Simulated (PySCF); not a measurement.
An unknown shows these calculated signals:

¹H NMR (400 MHz, computed): δ 4.99 (br, 1H), 4.31 (br, 1H), 1.74 (s, 3H).

¹³C{¹H} NMR (computed): δ 169.8 (C), 21.4 (CH3).

PySCF 2.14.0 with density-fitted response routines calculation with NMR shieldings at PBE/pcSseg-2/GIAO, PBE0-D3(BJ)/def2-SVP structure and B3LYP/pcJ-1 coupling constants; rapidly exchanging positions averaged, in vacuum, a single conformation, relativity neglected.

Chemical shifts δ = σref − σ; ¹H, ¹³C against TMS, all at this level.

**Question.** Which of these does the molecule contain: a CH3CH2 unit, a benzene ring, an amide, an NH or NH2 group, a three-membered ring?

**Answer.** 
- A CH3CH2 unit: no.
- A benzene ring: no.
- An amide: yes (δC 169.8).
- An NH or NH2 group: yes (δH 4.31 (br), 4.99 (br)).
- A three-membered ring: no.

The data belong to Acetamide (SMILES O=C(C)N); they needn't prove each group on their own.

Carbon signals by region: 1 in the far downfield region (above 160 ppm), 1 below 50 ppm. Above 160 ppm: 169.8, amide carbonyl carbon.

OH and NH positions are those of a molecule without intermolecular hydrogen bonds; in solution they move with solvent, concentration and temperature, and exchange usually removes their couplings. Rotation about the amide-type C–N bond is slow at room temperature, so the two groups on nitrogen are listed apart. Shifts are as computed, not scaled to solution data. Of 1211 compounds with measured shifts, 218 miss one by over three times the rms of a fit or turn the order of signals round; such compounds aren't used in these exercises. Hydrogen bonding in solution deshields acid and N–H amide carbonyl carbons by as much as 10 ppm beyond these values.
